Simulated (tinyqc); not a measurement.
Worked calculation: Pariser-Parr-Pople SCF with singles CI, for the molecule C=C1C=CC=C1 (SMILES; centres numbered as the heavy atoms are written). One step of it, computed by the program tinyqc.

Problem. Iteration 2: Fock matrix. F_rr = H_rr + P_rr gamma_rr / 2 + sum_(s != r) P_ss gamma_rs; F_rs = H_rs - P_rs gamma_rs / 2; E = tr P (H + F) / 2 + core repulsion sum_(r<s) z_r z_s gamma_rs.

P after iteration 1, lower triangle:
```
           1C         2C         3C         4C        5C        6C
1C   0.366212
2C   0.632295   1.343357
3C   0.134641   0.426904   1.131908
4C  -0.209140  -0.171102   0.779463   1.013308
5C  -0.209140  -0.171102  -0.059474   0.553691  1.013308
6C   0.134641   0.426904  -0.408475  -0.059474  0.779463  1.131908
```

core matrix H (eV), lower triangle:
```
            1C          2C          3C          4C          5C          6C
1C  -38.067265
2C   -2.390000  -46.768877
3C    0.000000   -2.390000  -44.233274
4C    0.000000    0.000000   -2.390000  -42.828428
5C    0.000000    0.000000    0.000000   -2.390000  -42.828428
6C    0.000000   -2.390000    0.000000    0.000000   -2.390000  -44.233274
```

repulsion gamma_rs (eV), lower triangle:
```
           1C         2C         3C         4C         5C         6C
1C  11.630000
2C   7.704635  11.630000
3C   5.169696   7.703512  11.630000
4C   3.761619   5.578609   7.705683  11.630000
5C   3.761619   5.578609   5.577883   7.704635  11.630000
6C   5.169696   7.703512   5.576500   5.577883   7.705683  11.630000
```

Centres (angstrom, eV; a flat drawing with bonds scaled to 1.40 angstrom):

| centre | x | y | core charge z | W | gamma_rr |
|---|---|---|---|---|---|
| 1C | 2.159000 | 0.000000 | 1 | 12.500000 | 11.630000 |
| 2C | 0.759000 | 0.000000 | 1 | 12.500000 | 11.630000 |
| 3C | -0.064000 | 1.133000 | 1 | 12.500000 | 11.630000 |
| 4C | -1.395000 | 0.700000 | 1 | 12.500000 | 11.630000 |
| 5C | -1.395000 | -0.700000 | 1 | 12.500000 | 11.630000 |
| 6C | -0.064000 | -1.133000 | 1 | 12.500000 | 11.630000 |

Give: F; pi energy.

Solution.

F (eV), lower triangle:
```
         1C       2C       3C       4C       5C       6C
1C  -6.2611
2C  -4.8258  -7.3907
3C  -0.3480  -4.0343  -5.6370
4C   0.3934   0.4773  -5.3931  -5.2215
5C   0.3934   0.4773   0.1659  -4.5230  -5.2215
6C  -0.3480  -4.0343   1.1389   0.1659  -5.3931  -5.6370
```

pi energy = -84.5680 eV
